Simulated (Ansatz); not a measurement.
Relaxation of C3H6S (10 atoms, charge 0, multiplicity 1), to a largest force component of 0.02 eV/Å in at most 40 steps.

Theory: RKS B3LYP/6-31G* in Ansatz.

```xyz
10
Properties=species:S:1:pos:R:3
C -1.046 0.531 -0.457
C -0.086 -0.540 -0.021
C 1.178 -0.177 0.663
S 1.407 -0.790 -1.014
H -1.687 0.167 -1.256
H -1.673 0.827 0.384
H -0.504 1.403 -0.817
H -0.553 -1.473 0.278
H 1.560 -0.821 1.443
H 1.404 0.873 0.798
```

Where does it end, and by what steps?

The run converged. After 4 steps the energy has fallen by 0.037 eV; S4 moved furthest, 0.06 Å.

```tsv
step	energy less start (eV)	largest force component (eV/Å)	accepted
0	0.0000	0.976	yes
1	-0.0278	0.481	yes
2	-0.0354	0.157	yes
3	-0.0369	0.042	yes
4	-0.0371	0.011	yes
```

```xyz
10
Properties=species:S:1:pos:R:3
C -1.053 0.535 -0.456
C -0.081 -0.538 -0.019
C 1.187 -0.180 0.659
S 1.431 -0.836 -1.042
H -1.679 0.189 -1.285
H -1.714 0.805 0.378
H -0.521 1.434 -0.784
H -0.544 -1.468 0.308
H 1.557 -0.817 1.459
H 1.417 0.876 0.781
```

The run took 6.8 s on 1 thread of Intel(R) Xeon(R) 6975P-C (Granite Rapids), with other jobs on the host, peak memory 0.15 GiB.
